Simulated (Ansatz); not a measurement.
Relaxation of Cl2H4Si (7 atoms, charge 0, multiplicity 1), to a largest force component of 0.03 eV/Å in at most 50 steps.

These are results of RKS PBE0/def2-SVP (Ansatz 0.2.0), not measurements.

```xyz
7
Properties=species:S:1:pos:R:3
Si 0.065 0.510 -0.663
Cl -0.815 -1.868 1.664
H 0.460 0.356 -2.094
H -1.355 0.112 -0.497
Cl 0.259 2.503 -0.140
H 0.390 -1.365 1.587
H 0.997 -0.250 0.143
```

Question: Where does it end, and by what steps?

Answer: It converged. The force dipped under the threshold on the way, but the program's further checks kept it going. After 28 steps the energy has fallen by 0.251 eV; Cl5 moved furthest, 1.38 Å.

```tsv
step	energy less start (eV)	largest force component (eV/Å)	accepted
0	0.0000	0.828	yes
1	-0.0821	0.450	yes
2	-0.0942	0.510	yes
3	-0.1039	0.412	yes
4	-0.1115	0.160	yes
5	-0.1150	0.049	yes
6	-0.1123	0.546	no
7	-0.1162	0.030	yes
8	-0.1188	0.046	yes
9	-0.1150	0.571	no
10	-0.1198	0.062	yes
11	-0.1206	0.176	yes
12	-0.1217	0.142	yes
13	-0.1232	0.012	yes
14	-0.1165	0.529	no
15	-0.1240	0.137	yes
16	-0.1240	0.196	yes
17	-0.1265	0.007	yes
18	-0.1294	0.150	yes
19	-0.1315	0.266	yes
20	-0.1373	0.239	yes
21	-0.1492	0.192	yes
22	-0.1593	0.212	yes
23	-0.1751	0.536	yes
24	-0.1972	0.702	yes
25	-0.2225	0.712	yes
26	-0.2466	0.057	yes
27	-0.2505	0.011	yes
28	-0.2508	0.015	yes
```

```xyz
7
Properties=species:S:1:pos:R:3
Si 0.097 0.376 -0.945
Cl -0.442 -1.779 2.084
H 0.375 1.285 -2.090
H -1.309 -0.102 -0.984
Cl 0.360 1.497 0.797
H -0.141 -0.521 2.064
H 1.060 -0.756 -0.926
```

The run took 35 s on 2 threads of Arm Neoverse V1, with other jobs on the host, peak memory 0.14 GiB.
